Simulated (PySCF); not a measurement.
## Bond curve of NaLi⁺

Set-up: Na aug-pcseg-1, Li aug-pcseg-1; no relativity (PySCF 2.14). Energies in eV from Na⁺ + Li in their ground configurations at the same level. State: ²Σ⁺ (doublet), unpaired electrons σ ↑.

```csv
R (Å),UHF-SCS-MP2,UHF-MP2
2.927,-0.7227,-0.7244
3.064,-0.7839,-0.7856
3.200,-0.8220,-0.8236
3.302,-0.8381,-0.8396
3.404,-0.8453,-0.8468
3.506,-0.8452,-0.8467
3.642,-0.8355,-0.8369
3.812,-0.8115,-0.8128
4.017,-0.7700,-0.7713
4.289,-0.7010,-0.7022
```

Task: Put a parabola through the three lowest points of the UHF-SCS-MP2 curve and estimate Re, k and ωe (reduced mass 5.376 u; 1 eV/Å² = 0.16022 mdyn/Å; ωe = 1302.8·√(k/μ) cm⁻¹).

Result: Through R = 3.302, 3.404, 3.506 Å the second-order coefficient is 0.351 eV/Å², so Re ≈ 3.454 Å, k ≈ 0.112 mdyn/Å and ωe ≈ 188 cm⁻¹. A polynomial fit of higher order to the unrounded UHF-SCS-MP2 energies gives Re = 3.452 Å, k = 0.105 mdyn/Å, ωe = 182 cm⁻¹; anharmonicity and rounding make the difference.

The higher-order fit for each curve: UHF-SCS-MP2: Re = 3.452 Å, ωe = 182 cm⁻¹, De = 0.85 eV; UHF-MP2: Re = 3.451 Å, ωe = 182 cm⁻¹, De = 0.85 eV.

Correlated steps freeze 1 core orbital. Correlated levels converge slowly with the basis: in double zeta they bind strong bonds too weakly, by up to about 1 eV, and carry superposition errors of some tenths. For an ion De counts to the pair picked by the measured ionisation energies or electron affinities, which need not be the lowest pair at this level. The state was picked by a PBE0 search and need not be the measured ground state.
